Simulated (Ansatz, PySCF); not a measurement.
This Ansatz (a first-principles code) input computes a CAM-B3LYP/def2-TZVPD energy:

Ansatz 0.2 input:
```yaml
crystal:
  periodic: [false, false, false]
  atoms:
    - {symbol: P, position_ang: [-0.00000000, -0.00000000, -0.98809696]}
    - {symbol: P, position_ang: [0.00000000, 0.00000000, 0.98809696]}
basis:
  gaussian:
    orbitals: def2-TZVPD
hamiltonian:
  xc: {name: CAM-B3LYP}
total_charge: 1
magnetization: {spin_polarized: true, initial_magnetization: 1}
output: {forces: true}
```

**Question.** Write an input for the same energy in PySCF and say what it gives.

**Answer.** 
```python
from pyscf import gto, scf, dft

mol = gto.M(
    atom='''
    P    -0.00000000   -0.00000000   -0.98809696
    P     0.00000000    0.00000000    0.98809696
    ''',
    basis='def2-tzvpd',
    charge=1,
    spin=1,
    symmetry='D2h',
    verbose=4,
)

mf = dft.UKS(mol, xc='camb3lyp').density_fit(auxbasis='def2-universal-jkfit')
mf.grids.level = 3
mf.conv_tol = 1e-9
mf.max_cycle = 100
mf.max_memory = 1500
mf.kernel()
if not mf.converged:
    mf = mf.newton()
    mf.kernel(mf.make_rdm1())
mf.analyze()
```
It gives -682.31472 Eh, and Ansatz -682.33983 Eh, a difference of 25.11 mEh. That is more than fitting and grids explain: the two runs ended on different electronic states or use different definitions.
